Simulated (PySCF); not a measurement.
BF3, SMILES FB(F)F. The structure is a stationary point at B3LYP-D3(BJ)/def2-TZVP. The isomer is the one that the SMILES or the coordinates give; other isomers of the formula were not compared.

The numbers are results of B3LYP-D3(BJ)/def2-TZVP (PySCF 2.14.0), not measurements.

Harmonic wavenumbers (cm⁻¹): 472, 472, 687, 885, 1460, 1460. Rotational constants (GHz): 10.25, 10.25, 5.123; symmetry number 6.

Task: Work out the zero-point energy and the ideal-gas rigid-rotor harmonic-oscillator thermochemistry at 298.15 K and 1 atm.

Result: ZPE = ½ Σ hcν = ½ × 5438 cm⁻¹ = 32.52 kJ/mol. H − E(el) = 44.22 kJ/mol. Entropy in J/(mol K): translation 161.33, rotation 85.13, vibration 8.20, total 254.66. G − E(el) = -31.71 kJ/mol. Cp = 50.70 J/(mol K).
